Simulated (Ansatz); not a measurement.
```yaml
crystal:
  periodic: [false, false, false]
  atoms:
    - {symbol: B, position_ang: [-1.787557, 0.482945, -1.304614]}
    - {symbol: Si, position_ang: [1.207884, -0.353549, 0.842654]}
    - {symbol: F, position_ang: [1.489136, -3.317372, 1.437578]}
    - {symbol: H, position_ang: [-3.245804, -1.047338, -2.094376]}
    - {symbol: H, position_ang: [-2.144396, 2.652669, -1.835687]}
    - {symbol: H, position_ang: [1.024581, 0.983422, 3.313902]}
    - {symbol: H, position_ang: [3.571809, 0.470912, -0.446196]}
basis:
  gaussian: {orbitals: aug-cc-pVTZ}
hamiltonian: {xc: {name: rPW86-PBE}, dispersion: d3bjatm}
accuracy: high
```

```sh
$ ansatz run in.yaml --threads 2 --pin off --events-out ev --progress --plain --max-ram 4352MiB
```

It prints (some lines left out):

```
Functional definition: rPW86-PBE
  name "rPW86-PBE"
  cite "Murray, Lee & Langreth, J. Chem. Theory Comput. 5, 2754 (2009) doi:10.1021/ct900365q"
  cite "Perdew, Burke & Ernzerhof, Phys. Rev. Lett. 77, 3865 (1996) doi:10.1103/PhysRevLett.77.3865"
  parent pbe
  exchange = rpw86_x
  correlation = pbe_c
3707 factors; integrals over basis functions are off by at most 1.1e-8 eV
mean field evaluation 1: about -11322.9056 eV, gradient 6.2e1 eV
mean field evaluation 2: about -10908.0692 eV, gradient 2.2e2 eV
mean field evaluation 4: about -11119.9824 eV, gradient 2.0e2 eV
mean field evaluation 8: about -11333.6128 eV, gradient 3.3e-1 eV
mean field evaluation 16: about -11333.6162 eV, gradient 1.2e-7 eV
mean field -11333.61618935 eV, -416.5027127575 hartree, gradient 2.2e-8 eV, S^2 0.000000; 8 other end points of the search recorded, 0 dependent functions left out
reference -11333.61621671 eV, -416.5027137631 hartree; 16, 16 occupied and 218, 218 virtual orbitals, 3707 factors
Total energy: -11333.73158156 eV, -416.5069533432 hartree
```

**Question.** Something in this input is off. What?

**Answer.** The coordinates are in bohr but typed as ångström. The calculation finished and met its thresholds. The result belongs to that input, not to the molecule as meant.
